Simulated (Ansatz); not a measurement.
```xyz
9

O    -0.184    0.041   -1.707
C    -0.805    0.689   -0.909
O    -0.716    0.578    0.409
C     0.194   -0.450    0.860
O     1.500   -0.171    0.549
H    -1.533    1.468   -1.176
H     0.089   -0.447    1.942
H    -0.151   -1.396    0.432
H     1.604   -0.313   -0.400
```

Total charge 0; spin multiplicity 1.

(1) List the PBE0/def2-TZVPP orbital energies in eV (Ansatz 0.2.0). (An estimate is asked.)

Answers

(1) Computed: Occupied: -524.40, -523.25, -522.90, -282.02, -281.31, -31.79, -29.63, -28.88, -20.66, -17.36, -15.62, -15.14, -14.18, -13.20, -12.65, -11.39, -10.54, -9.50, -9.03, -8.55. Lowest empty: -0.33, 1.63, 2.24, 2.33, 2.97, 3.17, 4.25, 4.77.
